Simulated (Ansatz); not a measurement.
Input file:

```yaml
crystal:
  periodic: [false, false, false]
  atoms:
    - {symbol: Al, position_ang: [0.000000, 0.000000, 0.050833]}
    - {symbol: N, position_ang: [0.000000, 0.000000, -1.681761]}
    - {symbol: H, position_ang: [0.000000, 0.000000, 1.630928]}
basis:
  gaussian: {orbitals: 6-31G}
magnetization: {spin_polarized: true, initial_magnetization: 1}
hamiltonian: {xc: {name: PBE0}}
output: {orbitals: {seedname: orbitals}}
```

```sh
$ ansatz run in.yaml --threads 1 --pin off --events-out ev --progress --plain --max-ram 1536MiB
```

Question: Roughly how long does this take on 1 thread of Intel Xeon, shared host, and how much host memory?

Answer: 1.3 s wall and 0.11 GiB.

```
302 factors; integrals over basis functions are off by at most 1.2e-4 eV
mean field evaluation 1: about -8085.6592 eV, gradient 3.5e1 eV
mean field evaluation 2: about -8003.3422 eV, gradient 8.9e1 eV
mean field evaluation 4: about -8092.7748 eV, gradient 1.7e0 eV
mean field evaluation 8: about -8092.8266 eV, gradient 3.0e-1 eV
mean field evaluation 16: about -8092.8297 eV, gradient 9.2e-4 eV
mean field -8092.82965753 eV, -297.4060043972 hartree, gradient 7.3e-6 eV, S^2 0.777987; 3 other end points of the search recorded, 0 dependent functions left out
reference -8092.82968517 eV, -297.4060054132 hartree; 11, 10 occupied and 13, 14 virtual orbitals, 302 factors
Total energy: -8092.82968517 eV, -297.4060054132 hartree
```
